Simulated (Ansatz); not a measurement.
Process, species as SMILES: C=CC#N -> C=[CH] (C2H3) + [C]#N (the C-C bond breaks)

Wanted: bond dissociation energy (enthalpy at 298 K), in kcal/mol. Set-up: six Cartesian d functions in 6-31G* and its kin unless marked 5d; no dispersion term unless named; non-relativistic; open shells spin-unrestricted; LANL2DZ all-electron up to Ne; spin-orbit terms left out; 6-311+G** with 5d. First-principles rows: single points at B3LYP-D3(BJ) geometries (Ansatz, a first-principles code), with unscaled harmonic terms from B3LYP/6-31G* at its own minima.

Measured values: G2/97 table in ASE (Curtiss et al.); they hold spin-orbit and core effects, anharmonicity. 

Value to compare with, the measured value: 133.3 kcal/mol.

```tsv
level	program	bond dissociation energy (enthalpy at 298 K) (kcal/mol)	error
B3LYP/STO-3G	Ansatz	139.6	6.3
B3LYP/3-21G	Ansatz	135.6	2.3
B3LYP/LANL2DZ	Ansatz	132.0	-1.3
B3LYP/6-31G	Ansatz	133.0	-0.3
B3LYP/6-31G*	Ansatz	132.8	-0.5
B3LYP/6-31+G*	Ansatz	130.6	-2.7
B3LYP/6-31G**	Ansatz	132.5	-0.8
B3LYP/def2-SVP	Ansatz	133.4	0.1
B3LYP/cc-pVDZ	Ansatz	131.0	-2.3
B3LYP/6-311+G**	Ansatz	130.5	-2.8
B3LYP/def2-TZVPD	Ansatz	130.8	-2.5
```

Among the 10 habitual levels, B3LYP/STO-3G lies farthest from the measured value (6.3 kcal/mol); 3 of 10 lie above it, and their mean absolute error is 1.9 kcal/mol, the median 1.8. One case shows no general order.

The sets are all those run for this method; runs whose electronic state is in doubt are left out.
